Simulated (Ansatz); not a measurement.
# Scan of [Cl···H···N], quartet

Starting geometry:

```xyz
3

Cl    0.0000    0.0000   -1.3043
H     0.0000    0.0000   -0.0255
N     0.0000    0.0000    1.3297
```

From there H2 is moved from one fragment to the other while all else, the fragments' distance too, stays fixed; atoms are numbered as listed. Energies are in kJ/mol, counted from the starting geometry at the same level. Kohn–Sham curves are unrestricted where that lies lower.

Basis 6-31G; Ansatz 0.2.0. Only valence electrons are correlated (noble-gas cores frozen).

In so small a basis the reference is far from its limit while semilocal and hybrid functionals are nearer theirs (RPA and double hybrids share much of the reference's basis error), so the functionals' errors here hold much of the reference's basis and frozen-core error, which can add to them or hide them.

Full CI is exact within this basis and frozen core; it isn't the basis-set limit.

```tsv
distance Cl1-H2 (Å)	full CI	PBE	r2SCAN	PBE0	B3LYP	CAM-B3LYP	wB97M-V	B2PLYP	RPA-PBE
1.189	20.5	35.2	30.1	27.8	29.6	26.3	24.2	24.4	22.6
1.279	0.0	0.0	0.0	0.0	0.0	0.0	0.0	0.0	0.0
1.324	-1.6	-9.1	-6.6	-5.4	-6.5	-4.7	-3.5	-3.9	-3.6
1.369	0.0	-14.5	-9.6	-7.5	-9.8	-6.2	-3.6	-4.7	-4.7
1.414	3.5	-17.3	-10.1	-7.4	-10.9	-5.6	-1.6	-3.6	-4.4
1.459	8.0	-17.8	-8.6	-5.6	-10.4	-3.7	1.7	-1.4	-3.4
1.504	13.1	-15.9	-5.0	-2.3	-8.2	-0.5	6.2	1.9	-1.4
1.549	19.6	-11.0	1.2	3.3	-3.7	4.7	12.5	6.9	2.2
1.594	28.5	-1.6	11.3	12.4	4.6	13.1	21.8	15.0	9.1
```

Problem. Judged by the spread of the error over the points with a reference (largest less smallest), which of these follows full CI best and which worst?

Solution. Subtracting the full CI column from each: best wB97M-V (errors from -7.1 to 3.7, spread 10.8 kJ/mol), worst PBE (from -30.5 to 14.7, spread 45.2 kJ/mol). Functionals and wave-function methods converge differently with the basis, so part of this is basis effect.
